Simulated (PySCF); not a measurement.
Isomers of C4H8NS (doublet state), one GFN2-xTB conformer each. Single-point energies are computed at B3LYP/pcH-1 (PySCF, gas phase, no added dispersion term), electronic only. GFN2-xTB treats the open shell by occupation alone, and not every SCF solution was tested for stability.

```json
{"SMILES": "[CH2]CNC(C)=S", "GFN2-xTB relative energy (kcal/mol)": "25.1"}
{"SMILES": "C[CH]NC(C)=S", "GFN2-xTB relative energy (kcal/mol)": "0.0"}
```

Conformers: `[CH2:1][CH2:2][NH:3][C:4]([CH3:5])=[S:6]` (doublet state) with H–C1–C2–N3 84° and -84°, C1–C2–N3–C4 180°, C2–N3–C4–C5 0°; `[CH3:1][CH:2][NH:3][C:4]([CH3:5])=[S:6]` (doublet state) with C1–C2–N3–C4 180°, C2–N3–C4–C5 0°.

What does B3LYP/pcH-1 give for the same structures?

```csv
SMILES,B3LYP/pcH-1 E (Eh),B3LYP/pcH-1 (kcal/mol),GFN2-xTB (kcal/mol),point group
C[CH]NC(C)=S,-610.17128,0.0,0.0,Cs
[CH2]CNC(C)=S,-610.14374,17.3,25.1,Cs
```

Both levels put the same isomer lowest.
